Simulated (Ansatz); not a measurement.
Two isomers of C5H8: A = `CC=C=CC`, B = `C=CCC=C`.

Computed with Ansatz on PBE0-D4/def2-TZVP structures; ΔE is electronic, products minus reactants. CCSD(T)/CBS is the MP2 limit (def2-TZVPP, def2-QZVPP) plus CCSD(T) − MP2 in def2-TZVPP, frozen cores. Functionals use def2-TZVPP. B3LYP here is the variant with VWN-RPA as its local correlation; programs differ in this. Each species was taken in one conformer, which may not be the lowest.

(1) Which is lower in electronic energy at CCSD(T)/CBS, and by how much? (An estimate is asked.)

(2) Give E(B) − E(A) in kcal/mol with PBE-D4, LDA (SPW92), PBE0-D4, CCSD/def2-TZVPP, B3LYP, CCSD(T)/def2-TZVPP, CCSD(T)/def2-SVP. (Best estimate.)

(3) Does the order hold for the free energy at 298.15 K (harmonic terms from PBE0-D4)? (An estimate is asked.)

Largest T1 diagnostic: 0.011.

## Answers

(1) Ansatz gave: B, by 7.4 kcal/mol.

(2) Computed: PBE-D4 -3.0, LDA (SPW92) -2.4, PBE0-D4 -4.2, CCSD/def2-TZVPP -7.4, B3LYP -4.1, CCSD(T)/def2-TZVPP -7.2, CCSD(T)/def2-SVP -6.9. None reverses the order clearly.

(3) Ansatz gave: Yes: G(B) − G(A) = -6.6 kcal/mol, for one conformer each.

Leaving LDA and LC-ωPBE aside and taking each functional with its dispersion term where it has one, the values, not all of them listed here, spread over 3.3 kcal/mol, from BHLYP-D4 to PBE-D4. From BLYP to BHLYP (50 % exact exchange), in def2-TZVPP and without D4, E(B) − E(A) moves by −2.8 kcal/mol.
